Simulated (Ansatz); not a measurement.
The inner images of a band of H2S2Si (5 atoms, charge 0, multiplicity 1) are given out of order.

All numbers below come from Ansatz, RKS r2SCAN/def2-SVP.

First end point:

```xyz
5
Properties=species:S:1:pos:R:3
Si -0.240 0.214 -0.210
S 1.757 -0.300 0.258
S 0.048 -1.365 1.167
H -0.748 -0.125 -1.563
H -0.768 1.502 0.307
```

Last end point:

```xyz
5
Properties=species:S:1:pos:R:3
Si -1.134 0.629 0.138
S 0.987 -0.217 -0.560
S -0.011 -1.165 1.018
H 0.564 -0.972 -1.614
H -0.356 1.650 0.978
```

Question: Put them in order from the first end to the last, with their energies above the first end.
A.
```xyz
5
Properties=species:S:1:pos:R:3
Si -0.470 0.214 -0.135
S 1.605 -0.366 0.003
S 0.070 -1.293 1.218
H -0.373 -0.192 -1.542
H -0.782 1.563 0.415
```
B.
```xyz
5
Properties=species:S:1:pos:R:3
Si -0.327 0.222 -0.167
S 1.691 -0.352 0.114
S 0.052 -1.321 1.215
H -0.560 -0.150 -1.573
H -0.806 1.527 0.369
```
C.
```xyz
5
Properties=species:S:1:pos:R:3
Si -0.638 0.207 -0.124
S 1.532 -0.378 -0.093
S 0.095 -1.257 1.201
H -0.200 -0.225 -1.477
H -0.740 1.579 0.451
```
D.
```xyz
5
Properties=species:S:1:pos:R:3
Si -0.801 0.210 -0.121
S 1.461 -0.386 -0.199
S 0.122 -1.221 1.183
H -0.036 -0.258 -1.391
H -0.697 1.580 0.486
```
E.
```xyz
5
Properties=species:S:1:pos:R:3
Si -1.085 0.516 0.061
S 1.121 -0.308 -0.476
S 0.040 -1.188 1.080
H 0.412 -0.743 -1.552
H -0.438 1.649 0.846
```
F.
```xyz
5
Properties=species:S:1:pos:R:3
Si -0.937 0.265 -0.090
S 1.360 -0.426 -0.334
S 0.112 -1.210 1.153
H 0.112 -0.295 -1.324
H -0.597 1.592 0.554
```
G.
```xyz
5
Properties=species:S:1:pos:R:3
Si -1.046 0.391 -0.008
S 1.247 -0.390 -0.422
S 0.080 -1.195 1.118
H 0.278 -0.504 -1.427
H -0.508 1.624 0.699
```

Answer: B (+3.3 kcal/mol), A (+14.0 kcal/mol), C (+28.2 kcal/mol), D (+38.9 kcal/mol), F (+42.7 kcal/mol), G (+39.8 kcal/mol), E (+33.5 kcal/mol).

Time of the run: 3.4 min on 1 CPU thread of a shared host.
